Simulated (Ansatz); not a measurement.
Process, species as SMILES: C=C=O → [CH]=C=O + H atom
B3LYP-D3(BJ)/def2-TZVP geometries, fixed; electronic energies without zero-point terms.
Largest species:
```xyz
5

C      0.0091     0.0017    -1.2056
C     -0.0008    -0.0001     0.1027
H      0.0282     0.9401    -1.7377
H     -0.0018    -0.9351    -1.7406
O     -0.0096    -0.0018     1.2620
```

Core correlation in the bond dissociation energy at MP2 with Ansatz (a quantum-chemistry and plane-wave program), in kcal/mol: frozen core against all electrons. Core-valence sets carry the plain set on hydrogen. Open shells are unrestricted.

```csv
basis,"functions, most",frozen core,all electrons,core term (second minus first)
cc-pVDZ,52,109.98,110.23,0.25
cc-pCVDZ,64,110.07,110.28,0.21
cc-pVTZ,118,114.04,115.04,0.99
cc-pCVTZ,157,114.02,114.27,0.24
cc-pwCVTZ,157,114.06,114.30,0.25
cc-pVQZ,225,115.22,115.87,0.65
cc-pCVQZ,312,115.22,115.47,0.25
cc-pwCVQZ,312,115.24,115.49,0.26
```

The largest core-valence set, cc-pwCVQZ, gives a core term of 0.26 kcal/mol; the valence set cc-pVQZ, which lacks functions for the core, gives 0.65.
